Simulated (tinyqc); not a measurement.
UHF in the sto-3g basis, for BH2, spin multiplicity 2, step by step. One step of it, computed by the program tinyqc.

Problem. Orthogonalisation. S = U s U^T; canonical form X = U s^(-1/2), so that X^T S X = 1. Each column of U has its largest component positive (the first on a tie).

overlap S, lower triangle:
```
           1B 1s     1B 2s    1B 2px     1B 2py    1B 2pz     2H 1s     3H 1s
1B 1s   1.000000
1B 2s   0.269328  1.000000
1B 2px  0.000000  0.000000  1.000000
1B 2py  0.000000  0.000000  0.000000   1.000000
1B 2pz  0.000000  0.000000  0.000000   0.000000  1.000000
2H 1s   0.078994  0.515361  0.000000   0.462854  0.219706  1.000000
3H 1s   0.078994  0.515361  0.000000  -0.462854  0.219706  0.116503  1.000000
```

Give: eigenvalues of S; X.

Solution.

eigenvalues of S: 0.2479  0.2846  0.8692  1.0000  1.0772  1.5989  1.9221

X:
```
              1        2        3       4        5        6       7
1B 1s   -0.2998   0.0000   0.8113  0.0000  -0.5570   0.0000  0.1926
1B 2s    1.3835   0.0000  -0.2912  0.0000  -0.2348   0.0000  0.4519
1B 2px   0.0000   0.0000   0.0000  1.0000   0.0000   0.0000  0.0000
1B 2py   0.0000   1.2654   0.0000  0.0000   0.0000   0.5835  0.0000
1B 2pz   0.5440   0.0000   0.5883  0.0000   0.7281   0.0000  0.1687
2H 1s   -0.9312  -0.9779  -0.1751  0.0000   0.1280   0.3775  0.3539
3H 1s   -0.9312   0.9779  -0.1751  0.0000   0.1280  -0.3775  0.3539
```
